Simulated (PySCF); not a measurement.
Compound: Na2.
SMILES: `[Na][Na]`

Theory: PySCF 2.14.0, BHandHLYP/6-31+G* geometry optimisation, gas phase.

Masses are those of the commonest isotopes; rigid-rotor values at the optimised geometry. 

Q: What are the moment of inertia and the rotational constant?

A: I = 106.189 u·Å², B = 505379 MHz·u·Å²/I = 4759 MHz (0.1588 cm⁻¹, or 0.228 K as hB/k). For two atoms I = μr² with μ = 11.4949 u and r = 3.0394 Å.

Q: List the first levels of a rigid rotor in a Σ state.

A: E(J) = BJ(J+1): J = 1: 0.318, J = 2: 0.953, J = 3: 1.905, J = 4: 3.175, J = 5: 4.763, J = 6: 6.668 cm⁻¹.

Q: Has it a pure rotational spectrum?

A: Not by electric dipole: D∞h allows no dipole (computed 0.00 D). Rotational Raman lines (ΔJ = 2) lie at B(4J + 6), spaced by 4B = 0.635 cm⁻¹, with nuclear-spin weights that differ between even and odd J.

Q: Estimate the classical rotational partition function at 10 K, 25 K and 100 K.

A: Point group D∞h, symmetry number σ = 2; q = kT/(σhB), k/h = 20836.6 MHz/K: 21.9 at 10 K, 54.7 at 25 K, 219 at 100 K.

No frequency check. Constants of a rigid frame at the computed geometry: no zero-point averaging, no centrifugal distortion.
